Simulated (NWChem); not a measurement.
System: SiH₃ cation

Input file for NWChem:

```
start job
memory heap 200 mb stack 900 mb global 1100 mb
charge 1
geometry units angstroms noautoz
  Si     0.000000     0.000000     0.000000
  H      1.193346    -0.894765     0.000000
  H     -1.371563    -0.586085     0.000000
  H      0.178217     1.480851     0.000000
end
basis spherical
  * library def2-svp
end
dft
  xc becke88 perdew86
  iterations 150
  mulliken
end
task dft energy
```

Excerpt of the output:

```
             Northwest Computational Chemistry Package (NWChem) 7.3.0
             --------------------------------------------------------

 D3H symmetry detected

                             Geometry "geometry" -> ""
                             -------------------------

 Output coordinates in angstroms (scale by  1.889725989 to convert to a.u.)

  No.       Tag          Charge          X              Y              Z
 ---- ---------------- ---------- -------------- -------------- --------------
    1 Si                  14.0000     0.00000000     0.00000000     0.00000000
    2 H                    1.0000     1.05467537     1.05467537     0.00000000
    3 H                    1.0000     0.38603798    -1.44071334     0.00000000
    4 H                    1.0000    -1.44071334     0.38603798     0.00000000

 Effective nuclear repulsion energy (a.u.)      15.5155511871

      Symmetry information
      --------------------

 Group name             D3h
 Group number             27
 Group order              12
 No. of unique centers     2

  perdew86 is a nonlocal functional; adding perdew81 local functional.

                                 NWChem DFT Module
                                 -----------------

 Summary of "ao basis" -> "ao basis" (spherical)
 ------------------------------------------------------------------------------
       Tag                 Description            Shells   Functions and Types
 ---------------- ------------------------------  ------  ---------------------
 Si                         def2-svp                 8       18   4s3p1d
 H                          def2-svp                 3        5   2s1p

      Symmetry analysis of basis
      --------------------------

        a1'         8
        a1"         0
        a2'         1
        a2"         4
        e'         16
        e"          4

  Rotation of axis

            General Information
            -------------------
          SCF calculation type: DFT
          Wavefunction type:  closed shell.
          No. of atoms     :     4
          No. of electrons :    16
           Alpha electrons :     8
            Beta electrons :     8
          Charge           :     1
          Spin multiplicity:     1
          Use of symmetry is: on ; symmetry adaption is: on
          Maximum number of iterations: 150
          AO basis - number of functions:    33
                     number of shells:    17
          Convergence on energy requested:  1.00D-06
          Convergence on density requested:  1.00D-05
          Convergence on gradient requested:  5.00D-04

              XC Information
              --------------
                    Becke 1988 Exchange Functional  1.000
                Perdew 1981 Correlation Functional  1.000 local
                Perdew 1986 Correlation Functional  1.000 non-local

             Grid Information
             ----------------
          Grid used for XC integration:  medium
          Radial quadrature: Mura-Knowles
          Angular quadrature: Lebedev.
          Tag              B.-S. Rad. Rad. Pts. Rad. Cut. Ang. Pts.
          ---              ---------- --------- --------- ---------
          Si                  1.10       88           7.0       590
          H                   0.35       45           8.0       434
          Grid pruning is: on
          Number of quadrature shells:   133
          Spatial weights used:  Erf1

      Superposition of Atomic Density Guess
      -------------------------------------

 Sum of atomic energies:        -290.23638136

 Renormalizing density from      17.00 to     16

      Non-variational initial energy
      ------------------------------

 Total energy =    -279.339274
 1-e energy   =    -407.072912
 2-e energy   =     112.218088
 HOMO         =      -0.806119
 LUMO         =      -0.494997

      Symmetry analysis of molecular orbitals - initial
      -------------------------------------------------

  Numbering of irreducible representations:

     1 a1'         2 a1"         3 a2'         4 a2"         5 e'
     6 e"

  Orbital symmetries:

     1 a1'         2 a1'         3 e'          4 e'          5 a2"
     6 a1'         7 e'          8 e'          9 a2"        10 a1'
    11 e'         12 e'         13 a1'        14 e'         15 e'
    16 e"         17 e"         18 a2"

     ---------------------------------------------
      Total Density - Mulliken Population Analysis
     ---------------------------------------------

    Atom       Charge   Shell Charges
 -----------   ------   -------------------------------------------------------
    1 Si  14    13.58   2.00  2.01  1.41  0.08  6.00  1.29  0.71  0.08
    2 H    1     0.81   0.59  0.20  0.01
    3 H    1     0.81   0.59  0.20  0.01
    4 H    1     0.81   0.59  0.20  0.01

   convergence    iter        energy       DeltaE   RMS-Dens  Diis-err
 ---------------- ----- ----------------- --------- --------- ---------
 d= 0,ls=0.0,diis     1   -290.7977799914 -3.06D+02  3.06D-02  8.28D-01
 d= 0,ls=0.0,diis     2   -290.8379322654 -4.02D-02  1.49D-02  1.37D-01
 d= 0,ls=0.0,diis     3   -290.8560627762 -1.81D-02  3.12D-03  6.55D-03
 d= 0,ls=0.0,diis     4   -290.8574433964 -1.38D-03  2.00D-05  6.70D-07
 d= 0,ls=0.0,diis     5   -290.8574434581 -6.17D-08  2.02D-06  3.68D-09

         Total DFT energy =     -290.857443458076
      One electron energy =     -428.004116643354
           Coulomb energy =      143.339555897638
    Exchange-Corr. energy =      -21.708433899460
 Nuclear repulsion energy =       15.515551187100

 Numeric. integr. density =       15.999991729402

                  Occupations of the irreducible representations
                  ----------------------------------------------

                     irrep           alpha         beta
                     --------     --------     --------
                     a1'               3.0          3.0
                     a1"               0.0          0.0
                     a2'               0.0          0.0
                     a2"               1.0          1.0
                     e'                4.0          4.0
                     e"                0.0          0.0

                       DFT Final Molecular Orbital Analysis
                       ------------------------------------

 Vector    6  Occ=2.000000D+00  E=-7.698697D-01  Symmetry=a1'
              MO Center= -3.2D-16,  1.4D-17,  4.3D-18, r^2= 1.6D+00
   Bfn.  Coefficient  Atom+Function         Bfn.  Coefficient  Atom+Function
  ----- ------------  ---------------      ----- ------------  ---------------
     3      0.730875  1 Si s                  2      0.422459  1 Si s
    19      0.174178  2 H  s                 24      0.174178  3 H  s
    29      0.174178  4 H  s                  4      0.108044  1 Si s
     1      0.068011  1 Si s                 20      0.032076  2 H  s
    25      0.032076  3 H  s                 30      0.032076  4 H  s

 Vector    7  Occ=2.000000D+00  E=-6.016666D-01  Symmetry=e'
              MO Center= -4.6D-01,  1.3D-01, -3.9D-18, r^2= 2.0D+00
   Bfn.  Coefficient  Atom+Function         Bfn.  Coefficient  Atom+Function
  ----- ------------  ---------------      ----- ------------  ---------------
    29      0.390233  4 H  s                  8     -0.350889  1 Si px
    11     -0.212160  1 Si px                19     -0.198788  2 H  s
    24     -0.191444  3 H  s                  5      0.185204  1 Si px
    30      0.125093  4 H  s                  9      0.089946  1 Si py
    20     -0.063724  2 H  s                 25     -0.061370  3 H  s

 Vector    8  Occ=2.000000D+00  E=-6.016666D-01  Symmetry=e'
              MO Center=  4.6D-01, -1.3D-01,  1.5D-31, r^2= 2.0D+00
   Bfn.  Coefficient  Atom+Function         Bfn.  Coefficient  Atom+Function
  ----- ------------  ---------------      ----- ------------  ---------------
     9      0.350889  1 Si py                24     -0.340072  3 H  s
    19      0.335831  2 H  s                 12      0.212160  1 Si py
     6     -0.185204  1 Si py                25     -0.109014  3 H  s
    20      0.107654  2 H  s                  8      0.089946  1 Si px
    11      0.054384  1 Si px                14      0.054645  1 Si d -2

 Vector    9  Occ=0.000000D+00  E=-4.172940D-01  Symmetry=a2"
              MO Center= -1.7D-18, -4.3D-19,  3.2D-19, r^2= 2.1D+00
   Bfn.  Coefficient  Atom+Function         Bfn.  Coefficient  Atom+Function
  ----- ------------  ---------------      ----- ------------  ---------------
    13      0.585873  1 Si pz                10      0.540291  1 Si pz
     7     -0.256345  1 Si pz

 Vector   10  Occ=0.000000D+00  E=-2.654007D-01  Symmetry=a1'
              MO Center= -5.7D-15,  5.1D-15, -3.3D-18, r^2= 3.2D+00
   Bfn.  Coefficient  Atom+Function         Bfn.  Coefficient  Atom+Function
  ----- ------------  ---------------      ----- ------------  ---------------
     4      1.111115  1 Si s                  3      0.741997  1 Si s
    20     -0.680404  2 H  s                 25     -0.680404  3 H  s
    30     -0.680404  4 H  s                  2      0.326824  1 Si s
    19     -0.287900  2 H  s                 24     -0.287900  3 H  s
    29     -0.287900  4 H  s                 16      0.194458  1 Si d  0

 Vector   11  Occ=0.000000D+00  E=-2.173573D-01  Symmetry=e'
              MO Center=  6.9D-02,  1.3D-01, -2.9D-16, r^2= 3.1D+00
   Bfn.  Coefficient  Atom+Function         Bfn.  Coefficient  Atom+Function
  ----- ------------  ---------------      ----- ------------  ---------------
    12      1.087599  1 Si py                25      1.034034  3 H  s
    30     -0.869153  4 H  s                 11     -0.803788  1 Si px
    18     -0.254284  1 Si d  2               9      0.239545  1 Si py
    24      0.234713  3 H  s                 29     -0.197287  4 H  s
     8     -0.177035  1 Si px                20     -0.164881  2 H  s

[...]
```

Level: BP86/def2-SVP. Structure relaxed at the PBE-D3(BJ)/def2-SVP level.
